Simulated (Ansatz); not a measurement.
**AlH3 (SMILES [AlH3]): methods side by side**

AlH3: 4 atoms, total charge 0, spin state singlet. SMILES: `[AlH3]`. The shape is that of a PBE0-D4/def2-TZVP optimisation.

Each level gives the vertical electron affinity (to the doublet anion) (eV). The values are calculated.

The electron affinity is E(neutral) − E(anion): positive where the electron is bound.

```json
{"level": "HF/6-31G* (spherical functions)", "kind": "Hartree–Fock", "program": "Ansatz", "value (eV)": "-0.63", "CPU time (all runs)": "0.88 s"}
{"level": "SVWN5/6-31G* (spherical functions)", "kind": "LDA", "program": "Ansatz", "value (eV)": "0.15", "CPU time (all runs)": "1.2 s"}
{"level": "BLYP/6-31G* (spherical functions)", "kind": "GGA", "program": "Ansatz", "value (eV)": "-0.15", "CPU time (all runs)": "1.9 s"}
{"level": "PBE/6-31G* (spherical functions)", "kind": "GGA", "program": "Ansatz", "value (eV)": "0.10", "CPU time (all runs)": "1.9 s"}
{"level": "BHLYP/6-31G* (spherical functions)", "kind": "global hybrid", "program": "Ansatz", "value (eV)": "-0.21", "CPU time (all runs)": "2.2 s"}
{"level": "wB97X/6-31G* (spherical functions)", "kind": "range-separated hybrid", "program": "Ansatz", "value (eV)": "-0.22", "CPU time (all runs)": "11 s"}
{"level": "B2PLYP/6-31G* (spherical functions)", "kind": "double hybrid", "program": "Ansatz", "value (eV)": "-0.25", "CPU time (all runs)": "2.8 s"}
{"level": "RPA@PBE/6-31G* (spherical functions)", "kind": "RPA", "program": "Ansatz", "value (eV)": "-0.29", "CPU time (all runs)": "2.4 s"}
{"level": "BCCD(T)/6-31G* (spherical functions)", "kind": "coupled cluster or CI", "program": "Ansatz", "value (eV)": "-0.37", "CPU time (all runs)": "0.5 s"}
{"level": "FCI/3-21G", "kind": "exact in the basis", "program": "Ansatz", "value (eV)": "-0.45", "CPU time (all runs)": "1.7 s"}
```

The values span -0.63 to 0.15 eV. High-level rows in very small sets aren't better than simpler rows in larger ones. Negative values mean that the anion is unbound at that level; they are set by how diffuse the basis is and aren't properties of the molecule, whose anion may well be bound. In so small a basis fixed costs decide the times, and correlated methods can beat functionals. Times are those of the runs behind each value, whatever else they computed, on shared processors of several kinds: orders of magnitude only.
